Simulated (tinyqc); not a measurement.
Inside a calculation (part 1 of 4). Method: UHF in the sto-3g basis, for H3O+, spin multiplicity 1. Computed by tinyqc, a small Python program that keeps every step (integrals from PySCF). Settings: charge = 1, multiplicity = 1, basis = sto-3g, energy threshold = 1e-08, iteration cap = 79, orthogonalisation = symmetric, start = Wolfsberg-Helmholz matrix, DIIS depth = 0, damping = 0.7, method = UHF, break = 0.2. Command: `OMP_NUM_THREADS=1 python tinyqc.py 26972 26973 out.jsonl` (the two numbers bound the seeds that draw the settings). One thread of a shared host (Intel(R) Xeon(R) Processor @ 2.60GHz), about 0.1 s of CPU time with the checks. Later iterations appear only in the table of the cycle.

## One-electron integrals

Geometry (angstrom):
```
atom          x          y         z
O      0.000000   0.000000  0.077000
H      0.924000   0.000000  0.000000
H     -0.462000   0.800000  0.000000
H     -0.462000  -0.800000  0.000000
```

Basis sto-3g: exponents (1/bohr^2) and contraction coefficients of normalised primitives:
```
element  l (shell)    exponent  coefficient
O            s (1)  130.709320     0.154329
O            s (1)   23.808861     0.535328
O            s (1)    6.443608     0.444635
O            s (2)    5.033151    -0.099967
O            s (2)    1.169596     0.399513
O            s (2)    0.380389     0.700115
O            p (3)    5.033151     0.155916
O            p (3)    1.169596     0.607684
O            p (3)    0.380389     0.391957
H            s (1)    3.425251     0.154329
H            s (1)    0.623914     0.535328
H            s (1)    0.168855     0.444635
```

Overlap, kinetic and nuclear-attraction integrals over the contracted functions; the nuclear repulsion is the sum of Za Zb / Rab.

nuclear repulsion = 14.69122690 hartree

overlap S:
```
           1O 1s     1O 2s     1O 2px     1O 2py     1O 2pz      2H 1s      3H 1s      4H 1s
1O 1s   1.000000  0.236704   0.000000   0.000000   0.000000   0.057950   0.057975   0.057975
1O 2s   0.236704  1.000000   0.000000   0.000000   0.000000   0.494691   0.494811   0.494811
1O 2px  0.000000  0.000000   1.000000   0.000000   0.000000   0.402272  -0.201205  -0.201205
1O 2py  0.000000  0.000000   0.000000   1.000000   0.000000   0.000000   0.348406  -0.348406
1O 2pz  0.000000  0.000000   0.000000   0.000000   1.000000  -0.033523  -0.033534  -0.033534
2H 1s   0.057950  0.494691   0.402272   0.000000  -0.033523   1.000000   0.221981   0.221981
3H 1s   0.057975  0.494811  -0.201205   0.348406  -0.033534   0.221981   1.000000   0.222082
4H 1s   0.057975  0.494811  -0.201205  -0.348406  -0.033534   0.221981   0.222082   1.000000
```

kinetic energy T (hartree):
```
            1O 1s      1O 2s     1O 2px     1O 2py     1O 2pz      2H 1s      3H 1s      4H 1s
1O 1s   29.003200  -0.168011   0.000000   0.000000   0.000000  -0.000207  -0.000192  -0.000192
1O 2s   -0.168011   0.808128   0.000000   0.000000   0.000000   0.143533   0.143625   0.143625
1O 2px   0.000000   0.000000   2.528731   0.000000   0.000000   0.306823  -0.153513  -0.153513
1O 2py   0.000000   0.000000   0.000000   2.528731   0.000000   0.000000   0.265823  -0.265823
1O 2pz   0.000000   0.000000   0.000000   0.000000   2.528731  -0.025569  -0.025585  -0.025585
2H 1s   -0.000207   0.143533   0.306823   0.000000  -0.025569   0.760032   0.002417   0.002417
3H 1s   -0.000192   0.143625  -0.153513   0.265823  -0.025585   0.002417   0.760032   0.002436
4H 1s   -0.000192   0.143625  -0.153513  -0.265823  -0.025585   0.002417   0.002436   0.760032
```

nuclear attraction V (hartree):
```
             1O 1s       1O 2s      1O 2px      1O 2py      1O 2pz      2H 1s      3H 1s      4H 1s
1O 1s   -62.330848   -7.588410    0.000010    0.000000    0.004123  -1.912064  -1.912887  -1.912887
1O 2s    -7.588410  -10.736950    0.000096    0.000000    0.047921  -4.290402  -4.291703  -4.291703
1O 2px    0.000010    0.000096  -10.729110    0.000000   -0.000009  -3.120748   1.561062   1.561062
1O 2py    0.000000    0.000000    0.000000  -10.729113    0.000000   0.000000  -2.703082   2.703082
1O 2pz    0.004123    0.047921   -0.000009    0.000000  -10.532164   0.274421   0.274535   0.274535
2H 1s    -1.912064   -4.290402   -3.120748    0.000000    0.274421  -6.265295  -1.566774  -1.566774
3H 1s    -1.912887   -4.291703    1.561062   -2.703082    0.274535  -1.566774  -6.266072  -1.567519
4H 1s    -1.912887   -4.291703    1.561062    2.703082    0.274535  -1.566774  -1.567519  -6.266072
```

core Hamiltonian H = T + V (hartree):
```
             1O 1s      1O 2s     1O 2px     1O 2py     1O 2pz      2H 1s      3H 1s      4H 1s
1O 1s   -33.327648  -7.756421   0.000010   0.000000   0.004123  -1.912270  -1.913078  -1.913078
1O 2s    -7.756421  -9.928822   0.000096   0.000000   0.047921  -4.146869  -4.148078  -4.148078
1O 2px    0.000010   0.000096  -8.200379   0.000000  -0.000009  -2.813925   1.407550   1.407550
1O 2py    0.000000   0.000000   0.000000  -8.200382   0.000000   0.000000  -2.437259   2.437259
1O 2pz    0.004123   0.047921  -0.000009   0.000000  -8.003433   0.248853   0.248949   0.248949
2H 1s    -1.912270  -4.146869  -2.813925   0.000000   0.248853  -5.505263  -1.564357  -1.564357
3H 1s    -1.913078  -4.148078   1.407550  -2.437259   0.248949  -1.564357  -5.506040  -1.565084
4H 1s    -1.913078  -4.148078   1.407550   2.437259   0.248949  -1.564357  -1.565084  -5.506040
```

## Two-electron integrals

Functions are numbered as in S; the eight-fold symmetry (ij|kl) = (ji|kl) = (kl|ij) leaves the list below.

Two-electron integrals (ij|kl) in chemists' order, unique and non-zero (hartree):
```
(11|11) 4.785065    (21|11) 0.741380    (21|21) 0.136873    (22|11) 1.118947
(22|21) 0.256633    (22|22) 0.817206    (31|31) 0.024477    (32|31) 0.037809
(32|32) 0.180518    (33|11) 1.115814    (33|21) 0.256684    (33|22) 0.817023
(33|33) 0.880159    (41|41) 0.024477    (42|41) 0.037809    (42|42) 0.180518
(43|43) 0.047444    (44|11) 1.115814    (44|21) 0.256684    (44|22) 0.817023
(44|33) 0.785270    (44|44) 0.880159    (51|51) 0.024477    (52|51) 0.037809
(52|52) 0.180518    (53|53) 0.047444    (54|54) 0.047444    (55|11) 1.115814
(55|21) 0.256684    (55|22) 0.817023    (55|33) 0.785270    (55|44) 0.785270
(55|55) 0.880159    (61|11) 0.184611    (61|21) 0.033770    (61|22) 0.062825
(61|31) 0.001540    (61|32) 0.002871    (61|33) 0.063065    (61|44) 0.062708
(61|51) -0.000128   (61|52) -0.000239   (61|53) -0.000030   (61|55) 0.062710
(61|61) 0.008439    (62|11) 0.424916    (62|21) 0.098570    (62|22) 0.344701
(62|31) 0.007319    (62|32) 0.054635    (62|33) 0.355552    (62|44) 0.339059
(62|51) -0.000610   (62|52) -0.004553   (62|53) -0.001374   (62|55) 0.339174
(62|61) 0.024743    (62|62) 0.176231    (63|11) 0.294432    (63|21) 0.069223
(63|22) 0.258599    (63|31) 0.015141    (63|32) 0.099803    (63|33) 0.281984
(63|44) 0.246723    (63|51) -0.000378   (63|52) -0.003262   (63|53) -0.001979
(63|55) 0.246808    (63|61) 0.018186    (63|62) 0.160600    (63|63) 0.170664
(64|41) 0.010603    (64|42) 0.060660    (64|43) 0.011508    (64|54) -0.000959
(64|64) 0.025885    (65|11) -0.024536   (65|21) -0.005769   (65|22) -0.021550
(65|31) -0.000378   (65|32) -0.003262   (65|33) -0.021581   (65|44) -0.020560
(65|51) 0.010635    (65|52) 0.060932    (65|53) 0.011593    (65|55) -0.022485
(65|61) -0.001516   (65|62) -0.013383   (65|63) -0.012065   (65|65) 0.026891
(66|11) 0.546514    (66|21) 0.128835    (66|22) 0.514182    (66|31) 0.013009
(66|32) 0.131308    (66|33) 0.555075    (66|44) 0.493213    (66|51) -0.001084
(66|52) -0.010942   (66|53) -0.005155   (66|55) 0.493642    (66|61) 0.032672
(66|62) 0.322825    (66|63) 0.336267    (66|65) -0.028022   (66|66) 0.774606
(71|11) 0.184690    (71|21) 0.033784    (71|22) 0.062852    (71|31) -0.000771
(71|32) -0.001437   (71|33) 0.062824    (71|41) 0.001334    (71|42) 0.002488
(71|43) -0.000155   (71|44) 0.063002    (71|51) -0.000128   (71|52) -0.000239
(71|53) 0.000015    (71|54) -0.000026   (71|55) 0.062737    (71|61) 0.008289
(71|62) 0.023850    (71|63) 0.016354    (71|64) 0.000685    (71|65) -0.001462
(71|66) 0.031023    (71|71) 0.008446    (72|11) 0.425045    (72|21) 0.098600
(72|22) 0.344799    (72|31) -0.003661   (72|32) -0.027329   (72|33) 0.343281
(72|41) 0.006340    (72|42) 0.047323    (72|43) -0.007144   (72|44) 0.351526
(72|51) -0.000610   (72|52) -0.004555   (72|53) 0.000688    (72|54) -0.001191
(72|55) 0.339270    (72|61) 0.023847    (72|62) 0.140966    (72|63) 0.097606
(72|64) 0.015576    (72|65) -0.010383   (72|66) 0.210797    (72|71) 0.024761
(72|72) 0.176323    (73|11) -0.147277   (73|21) -0.034626   (73|22) -0.129350
(73|31) 0.011742    (73|32) 0.070471    (73|33) -0.136455   (73|41) -0.001966
(73|42) -0.016954   (73|43) 0.012621    (73|44) -0.128003   (73|51) 0.000189
(73|52) 0.001632    (73|53) -0.001215   (73|54) 0.000442    (73|55) -0.123453
(73|61) -0.007584   (73|62) -0.035318   (73|63) -0.005000   (73|64) -0.003084
(73|65) 0.002524    (73|66) -0.036775   (73|71) -0.009101   (73|72) -0.080351
(73|73) 0.062122    (74|11) 0.255025    (74|21) 0.059958    (74|22) 0.223983
(74|31) -0.001966   (74|32) -0.016954   (74|33) 0.216349    (74|41) 0.014010
(74|42) 0.090038    (74|43) -0.010349   (74|44) 0.241587    (74|51) -0.000328
(74|52) -0.002826   (74|53) 0.000442    (74|54) -0.001725   (74|55) 0.213771
(74|61) 0.014502    (74|62) 0.092306    (74|63) 0.063162    (74|64) 0.029693
(74|65) -0.006671   (74|66) 0.138973    (74|71) 0.015759    (74|72) 0.139135
(74|73) -0.062722   (74|74) 0.134509    (75|11) -0.024546   (75|21) -0.005771
(75|22) -0.021558   (75|31) 0.000189    (75|32) 0.001632    (75|33) -0.020824
(75|41) -0.000328   (75|42) -0.002826   (75|43) 0.000442    (75|44) -0.021334
(75|51) 0.010638    (75|52) 0.060952    (75|53) -0.005799   (75|54) 0.010042
(75|55) -0.022494   (75|61) -0.001462   (75|62) -0.010383   (75|63) -0.007041
(75|64) -0.001151   (75|65) 0.020694    (75|66) -0.017000   (75|71) -0.001517
(75|72) -0.013392   (75|73) 0.006037    (75|74) -0.010454   (75|75) 0.026907
(76|11) 0.150126    (76|21) 0.035059    (76|22) 0.130726    (76|31) 0.001073
(76|32) 0.009138    (76|33) 0.131594    (76|41) 0.001858    (76|42) 0.015825
(76|43) 0.000453    (76|44) 0.132116    (76|51) -0.000358   (76|52) -0.003046
(76|53) -0.000347   (76|54) -0.000600   (76|55) 0.128335    (76|61) 0.008674
(76|62) 0.063776    (76|63) 0.053995    (76|64) 0.006557    (76|65) -0.005446
(76|66) 0.115711    (76|71) 0.008678    (76|72) 0.063790    (76|73) -0.021326
(76|74) 0.050044    (76|75) -0.005448   (76|76) 0.027369    (77|11) 0.546603
(77|21) 0.128855    (77|22) 0.514247    (77|31) -0.006507   (77|32) -0.065676
(77|33) 0.508749    (77|41) 0.011268    (77|42) 0.113725    (77|43) -0.026794
(77|44) 0.539672    (77|51) -0.001085   (77|52) -0.010946   (77|53) 0.002579
(77|54) -0.004466   (77|55) 0.493706    (77|61) 0.031015    (77|62) 0.210762
(77|63) 0.138729    (77|64) 0.037646    (77|65) -0.016996   (77|66) 0.326015
(77|71) 0.032691    (77|72) 0.322925    (77|73) -0.168205   (77|74) 0.291264
(77|75) -0.028034   (77|76) 0.115711    (77|77) 0.774606    (81|11) 0.184690
(81|21) 0.033784    (81|22) 0.062852    (81|31) -0.000771   (81|32) -0.001437
(81|33) 0.062824    (81|41) -0.001334   (81|42) -0.002488   (81|43) 0.000155
(81|44) 0.063002    (81|51) -0.000128   (81|52) -0.000239   (81|53) 0.000015
(81|54) 0.000026    (81|55) 0.062737    (81|61) 0.008289    (81|62) 0.023850
(81|63) 0.016354    (81|64) -0.000685   (81|65) -0.001462   (81|66) 0.031023
(81|71) 0.008293    (81|72) 0.023858    (81|73) -0.008774   (81|74) 0.013823
(81|75) -0.001462   (81|76) 0.008419    (81|77) 0.031028    (81|81) 0.008446
(82|11) 0.425045    (82|21) 0.098600    (82|22) 0.344799    (82|31) -0.003661
(82|32) -0.027329   (82|33) 0.343281    (82|41) -0.006340   (82|42) -0.047323
(82|43) 0.007144    (82|44) 0.351526    (82|51) -0.000610   (82|52) -0.004555
(82|53) 0.000688    (82|54) 0.001191    (82|55) 0.339270    (82|61) 0.023847
(82|62) 0.140966    (82|63) 0.097606    (82|64) -0.015576   (82|65) -0.010383
(82|66) 0.210797    (82|71) 0.023858    (82|72) 0.141011    (82|73) -0.062321
(82|74) 0.076753    (82|75) -0.010387   (82|76) 0.052362    (82|77) 0.210832
(82|81) 0.024761    (82|82) 0.176323    (83|11) -0.147277   (83|21) -0.034626
(83|22) -0.129350   (83|31) 0.011742    (83|32) 0.070471    (83|33) -0.136455
(83|41) 0.001966    (83|42) 0.016954    (83|43) -0.012621   (83|44) -0.128003
(83|51) 0.000189    (83|52) 0.001632    (83|53) -0.001215   (83|54) -0.000442
(83|55) -0.123453   (83|61) -0.007584   (83|62) -0.035318   (83|63) -0.005000
(83|64) 0.003084    (83|65) 0.002524    (83|66) -0.036775   (83|71) -0.008774
(83|72) -0.062321   (83|73) 0.047064    (83|74) -0.033137   (83|75) 0.004519
(83|76) -0.017114   (83|77) -0.102020   (83|81) -0.009101   (83|82) -0.080351
(83|83) 0.062122    (84|11) -0.255025   (84|21) -0.059958   (84|22) -0.223983
(84|31) 0.001966    (84|32) 0.016954    (84|33) -0.216349   (84|41) 0.014010
(84|42) 0.090038    (84|43) -0.010349   (84|44) -0.241587   (84|51) 0.000328
(84|52) 0.002826    (84|53) -0.000442   (84|54) -0.001725   (84|55) -0.213771
(84|61) -0.014502   (84|62) -0.092306   (84|63) -0.063162   (84|64) 0.029693
(84|65) 0.006671    (84|66) -0.138973   (84|71) -0.013823   (84|72) -0.076753
(84|73) 0.033137    (84|74) -0.022333   (84|75) 0.005523    (84|76) -0.029633
(84|77) -0.101333   (84|81) -0.015759   (84|82) -0.139135   (84|83) 0.062722
(84|84) 0.134509    (85|11) -0.024546   (85|21) -0.005771   (85|22) -0.021558
(85|31) 0.000189    (85|32) 0.001632    (85|33) -0.020824   (85|41) 0.000328
(85|42) 0.002826    (85|43) -0.000442   (85|44) -0.021334   (85|51) 0.010638
(85|52) 0.060952    (85|53) -0.005799   (85|54) -0.010042   (85|55) -0.022494
(85|61) -0.001462   (85|62) -0.010383   (85|63) -0.007041   (85|64) 0.001151
(85|65) 0.020694    (85|66) -0.017000   (85|71) -0.001462   (85|72) -0.010387
(85|73) 0.004519    (85|74) -0.005523   (85|75) 0.020701    (85|76) -0.004335
(85|77) -0.017003   (85|81) -0.001517   (85|82) -0.013392   (85|83) 0.006037
(85|84) 0.010454    (85|85) 0.026907    (86|11) 0.150126    (86|21) 0.035059
(86|22) 0.130726    (86|31) 0.001073    (86|32) 0.009138    (86|33) 0.131594
(86|41) -0.001858   (86|42) -0.015825   (86|43) -0.000453   (86|44) 0.132116
(86|51) -0.000358   (86|52) -0.003046   (86|53) -0.000347   (86|54) 0.000600
(86|55) 0.128335    (86|61) 0.008674    (86|62) 0.063776    (86|63) 0.053995
(86|64) -0.006557   (86|65) -0.005446   (86|66) 0.115711    (86|71) 0.008419
(86|72) 0.052362    (86|73) -0.017114   (86|74) 0.029633    (86|75) -0.004335
(86|76) 0.022789    (86|77) 0.078983    (86|81) 0.008678    (86|82) 0.063790
(86|83) -0.021326   (86|84) -0.050044   (86|85) -0.005448   (86|86) 0.027369
(87|11) 0.150196    (87|21) 0.035076    (87|22) 0.130787    (87|31) -0.002147
(87|32) -0.018287   (87|33) 0.132442    (87|44) 0.131392    (87|51) -0.000358
(87|52) -0.003048   (87|53) 0.000694    (87|55) 0.128394    (87|61) 0.008419
(87|62) 0.052371    (87|63) 0.034227    (87|65) -0.004335   (87|66) 0.079009
(87|71) 0.008682    (87|72) 0.063823    (87|73) -0.032705   (87|74) 0.043508
(87|75) -0.005451   (87|76) 0.022799    (87|77) 0.115774    (87|81) 0.008682
(87|82) 0.063823    (87|83) -0.032705   (87|84) -0.043508   (87|85) -0.005451
(87|86) 0.022799    (87|87) 0.027396    (88|11) 0.546603    (88|21) 0.128855
(88|22) 0.514247    (88|31) -0.006507   (88|32) -0.065676   (88|33) 0.508749
(88|41) -0.011268   (88|42) -0.113725   (88|43) 0.026794    (88|44) 0.539672
(88|51) -0.001085   (88|52) -0.010946   (88|53) 0.002579    (88|54) 0.004466
(88|55) 0.493706    (88|61) 0.031015    (88|62) 0.210762    (88|63) 0.138729
(88|64) -0.037646   (88|65) -0.016996   (88|66) 0.326015    (88|71) 0.031028
(88|72) 0.210832    (88|73) -0.102020   (88|74) 0.101333    (88|75) -0.017003
(88|76) 0.078983    (88|77) 0.326073    (88|81) 0.032691    (88|82) 0.322925
(88|83) -0.168205   (88|84) -0.291264   (88|85) -0.028034   (88|86) 0.115711
(88|87) 0.115774    (88|88) 0.774606
```

## Orthogonalisation

S = U s U^T; symmetric (Loewdin) form X = U s^(-1/2) U^T, so that X^T S X = 1.

eigenvalues of S: 0.311105  0.383880  0.383948  0.971542  1.008360  1.394037  1.394106  2.153022

X:
```
            1O 1s      1O 2s     1O 2px     1O 2py     1O 2pz      2H 1s      3H 1s      4H 1s
1O 1s    1.025300  -0.154023   0.000005   0.000000   0.002072   0.021057   0.021061   0.021061
1O 2s   -0.154023   1.375373  -0.000080   0.000000  -0.023481  -0.296656  -0.296796  -0.296796
1O 2px   0.000005  -0.000080   1.146145   0.000000   0.000006  -0.305401   0.152760   0.152760
1O 2py   0.000000   0.000000   0.000000   1.146161   0.000000   0.000000  -0.264553   0.264553
1O 2pz   0.002072  -0.023481   0.000006   0.000000   1.001560   0.019772   0.019784   0.019784
2H 1s    0.021057  -0.296656  -0.305401   0.000000   0.019772   1.237228  -0.077385  -0.077385
3H 1s    0.021061  -0.296796   0.152760  -0.264553   0.019784  -0.077385   1.237370  -0.077423
4H 1s    0.021061  -0.296796   0.152760   0.264553   0.019784  -0.077385  -0.077423   1.237370
```

## Starting guess

The start is the generalised Wolfsberg-Helmholz matrix (K = 1.75) built on H, with HOMO and LUMO mixed by +/-0.2 rad for the two spins; D(s) = C_occ C_occ^T for each spin.

D(alpha) at the start:
```
            1O 1s      1O 2s     1O 2px     1O 2py     1O 2pz      2H 1s      3H 1s      4H 1s
1O 1s    1.021357  -0.076785   0.002735   0.000000  -0.009748  -0.066896  -0.061989  -0.061989
1O 2s   -0.076785   0.410869  -0.009751   0.000000   0.034354   0.151211   0.133666   0.133666
1O 2px   0.002735  -0.009751   0.666676   0.000000  -0.175985   0.186834  -0.093519  -0.093519
1O 2py   0.000000   0.000000   0.000000   0.634322   0.000000   0.000000   0.195279  -0.195279
1O 2pz  -0.009748   0.034354  -0.175985   0.000000   0.958619   0.203717  -0.111113  -0.111113
2H 1s   -0.066896   0.151211   0.186834   0.000000   0.203717   0.175411  -0.013917  -0.013917
3H 1s   -0.061989   0.133666  -0.093519   0.195279  -0.111113  -0.013917   0.140681   0.020447
4H 1s   -0.061989   0.133666  -0.093519  -0.195279  -0.111113  -0.013917   0.020447   0.140681
```

D(beta) at the start:
```
            1O 1s      1O 2s     1O 2px     1O 2py     1O 2pz      2H 1s      3H 1s      4H 1s
1O 1s    1.021358  -0.076791  -0.002779   0.000000  -0.009796  -0.060318  -0.065275  -0.065275
1O 2s   -0.076791   0.410894   0.009931   0.000000   0.034584   0.127729   0.145396   0.145396
1O 2px  -0.002779   0.009931   0.666670   0.000000   0.175970   0.186967  -0.093392  -0.093392
1O 2py   0.000000   0.000000   0.000000   0.634322   0.000000   0.000000   0.195279  -0.195279
1O 2pz  -0.009796   0.034584   0.175970   0.000000   0.958596  -0.216187   0.098630   0.098630
2H 1s   -0.060318   0.127729   0.186967   0.000000  -0.216187   0.175103  -0.013993  -0.013993
3H 1s   -0.065275   0.145396  -0.093392   0.195279   0.098630  -0.013993   0.140835   0.020601
4H 1s   -0.065275   0.145396  -0.093392  -0.195279   0.098630  -0.013993   0.020601   0.140835
```
